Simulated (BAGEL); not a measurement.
**NOF (nitrosyl fluoride): RI-MP2/def2-TZVPP (density fitting with cc-pvqz-jkfit)**

What is the energy change on altering one bond length of NOF (nitrosyl fluoride) at RI-MP2/def2-TZVPP (density fitting with cc-pvqz-jkfit)? 

Program for the calculation: BAGEL 1.2.2.

4 further runs of the same task are left out: 1 that didn't finish, 3 set aside as unsound or not needed. Runs told in other sessions of the task aren't counted.

**1. The structure to begin with**

The species is NOF (3 atoms), meant as a singlet with charge 0. SMILES: `O=NF`. The coordinates come from a PBE0-D4/def2-TZVP relaxation.

Bond lengths: O1–N2 1.127 Å, N2–F3 1.483 Å. Angles: O1–N2–F3 110.4°.

**2. A single-point energy at RI-MP2/def2-TZVPP (density fitting with cc-pvqz-jkfit)**

mp2.json reads:

```json
{ "bagel" : [

{
  "title" : "molecule",
  "basis" : "tzvpp",
  "df_basis" : "cc-pvqz-jkfit",
  "angstrom" : true,
  "geometry" : [
    { "atom" : "O", "xyz" : [    0.868350,    0.242970,    0.504740 ] },
    { "atom" : "N", "xyz" : [    0.148930,   -0.482540,    0.029910 ] },
    { "atom" : "F", "xyz" : [   -1.017290,    0.239580,   -0.534650 ] }
  ]
},
{ "title" : "hf" },
{ "title" : "mp2", "ncore" : 3 }

]}
```

Started as:

```
$ BAGEL_NUM_THREADS=1 BAGEL mp2.json > mp2.out
```

The program printed:

```text
* using 1 threads per process

  ===============================================================
  ===============================================================

  *** Geometry ***

  { "atom" : "O", "xyz" : [      1.640944,      0.459147,      0.953820 ] },
  { "atom" : "N", "xyz" : [      0.281437,     -0.911868,      0.056522 ] },
  { "atom" : "F", "xyz" : [     -1.922399,      0.452741,     -1.010342 ] },

  Number of auxiliary basis functions:      318

  Since a DF basis is specified, we compute 2- and 3-index integrals:
    o Being stored without compression. Storage requirement is 0.022 GB

  Number of basis functions:       93
  Number of electrons      :       24

    * METHOD: MOLECULE                             0.11

  *** RHF ***

  === Nuclear Repulsion ===
    66.4729216950

      * DIIS with orbital gradients will be used.

  === RHF iteration (tzvpp) ===
      0       -228.50088747          0.02658902           0.02
      1       -228.56845946          0.02412850           0.02
      2       -228.71727488          0.00182028           0.02
      3       -228.72044961          0.00084514           0.02
      4       -228.72130267          0.00041800           0.02
      5       -228.72159747          0.00014408           0.02
      6       -228.72161992          0.00008643           0.02
      7       -228.72162274          0.00002080           0.02
      8       -228.72162313          0.00000910           0.02
      9       -228.72162320          0.00000293           0.02
     10       -228.72162320          0.00000148           0.02
     11       -228.72162320          0.00000052           0.02
     12       -228.72162320          0.00000024           0.02
     13       -228.72162320          0.00000008           0.02
     14       -228.72162320          0.00000005           0.03
     15       -228.72162320          0.00000002           0.03
     16       -228.72162320          0.00000001           0.03
    * SCF iteration converged.

    * Permanent dipole moment:
           (   -0.528025,     0.266219,    -0.262178) a.u.

    * METHOD: HF                                   0.50

  *** RHF ***

  === Nuclear Repulsion ===
    66.4729216950

      * DIIS with orbital gradients will be used.

  === RHF iteration (tzvpp) ===
      0       -228.72162320          0.00000000           0.02
    * SCF iteration converged.

    * Permanent dipole moment:
           (   -0.528025,     0.266219,    -0.262178) a.u.

  === DF-MP2 calculation ===

    * freezing 3 orbitals
    * 3-index integral transformation done
    * assembly done

      MP2 correlation energy:   -0.6914462187      0.03

      MP2 total energy:       -229.4130694217

    * METHOD: MP2                                  0.08

  ===============================================================
```

Wall time 0.83 s (1 thread of Arm Neoverse V1, shared host).

**3. The distorted shape at the same level**

input.json reads:

```json
{ "bagel" : [

{
  "title" : "molecule",
  "basis" : "tzvpp",
  "df_basis" : "cc-pvqz-jkfit",
  "angstrom" : true,
  "geometry" : [
    { "atom" : "O", "xyz" : [       1.801337,      -0.334733,       0.956393 ] },
    { "atom" : "N", "xyz" : [       1.081917,      -1.060243,       0.481563 ] },
    { "atom" : "F", "xyz" : [      -1.017290,       0.239580,      -0.534650 ] }
  ]
},

{ "title" : "hf" },

{ "title" : "mp2", "ncore" : 3 }

]}
```

Started as:

```
$ BAGEL_NUM_THREADS=1 BAGEL input.json > input.out
```

The program printed:

```text
* using 1 threads per process

  ===============================================================
  ===============================================================

  *** Geometry ***

  { "atom" : "O", "xyz" : [      3.404034,     -0.632554,      1.807321 ] },
  { "atom" : "N", "xyz" : [      2.044527,     -2.003569,      0.910022 ] },
  { "atom" : "F", "xyz" : [     -1.922399,      0.452741,     -1.010342 ] },

  Number of auxiliary basis functions:      318

  Since a DF basis is specified, we compute 2- and 3-index integrals:
    o Being stored without compression. Storage requirement is 0.022 GB

  Number of basis functions:       93
  Number of electrons      :       24

    * METHOD: MOLECULE                             0.10

  *** RHF ***

  === Nuclear Repulsion ===
    50.5477780665

      * DIIS with orbital gradients will be used.

  === RHF iteration (tzvpp) ===
      0       -228.27729357          0.02793574           0.02
      1       -222.81879598          0.07789071           0.02
      2       -228.48051738          0.01692892           0.02
      3       -228.55851158          0.00824431           0.02
      4       -228.58429990          0.00368246           0.02
      5       -228.59265474          0.00112356           0.02
      6       -228.59434372          0.00058491           0.02
      7       -228.59531110          0.00024100           0.02
      8       -228.59545265          0.00009692           0.02
      9       -228.59548333          0.00004938           0.02
     10       -228.59548545          0.00003234           0.02
     11       -228.59548739          0.00001390           0.03
     12       -228.59548774          0.00000639           0.03
     13       -228.59548784          0.00000350           0.03
     14       -228.59548789          0.00000089           0.03
     15       -228.59548789          0.00000053           0.03
     16       -228.59548789          0.00000035           0.03
     17       -228.59548789          0.00000021           0.03
     18       -228.59548789          0.00000013           0.03
     19       -228.59548789          0.00000006           0.03
     20       -228.59548789          0.00000003           0.03
     21       -228.59548789          0.00000002           0.02
     22       -228.59548789          0.00000001           0.03
    * SCF iteration converged.

    * Permanent dipole moment:
           (   -3.370769,     1.506894,    -1.694487) a.u.

    * METHOD: HF                                   0.64

  *** RHF ***

  === Nuclear Repulsion ===
    50.5477780665

      * DIIS with orbital gradients will be used.

  === RHF iteration (tzvpp) ===
      0       -228.59548789          0.00000001           0.02
    * SCF iteration converged.

    * Permanent dipole moment:
           (   -3.370769,     1.506894,    -1.694487) a.u.

  === DF-MP2 calculation ===

    * freezing 3 orbitals
    * 3-index integral transformation done
    * assembly done

      MP2 correlation energy:   -0.7216729309      0.02

      MP2 total energy:       -229.3171608225

    * METHOD: MP2                                  0.08

  ===============================================================
```

Run time: 0.95 s. Hardware: 1 thread of Arm Neoverse V1, shared host.

**4. What came out**

At RI-MP2/def2-TZVPP (density fitting with cc-pvqz-jkfit), 3 core orbitals frozen:

| quantity | value |
| --- | --- |
| first shape: total energy | -229.41307 Eh |
| first shape: correlation energy (3 core orbitals frozen) | -691.4 mEh |
| distorted shape: total energy | -229.31716 Eh |
| distorted shape: correlation energy (3 core orbitals frozen) | -721.7 mEh |
| energy change with the N2–F3 bond stretched from 1.483 to 2.670 Å | 2.610 eV |

What this shows: One bond (distorted shape) is far stretched, which a spin-restricted single reference describes badly; perturbation theory on it can break down and give far too much correlation. With the N2–F3 bond stretched from 1.483 to 2.670 Å the energy rises by 2.61 eV (60 kcal/mol). The first shape isn't relaxed at this level, so the change isn't measured from a minimum. A restricted reference can't describe the breaking bond well at this length.
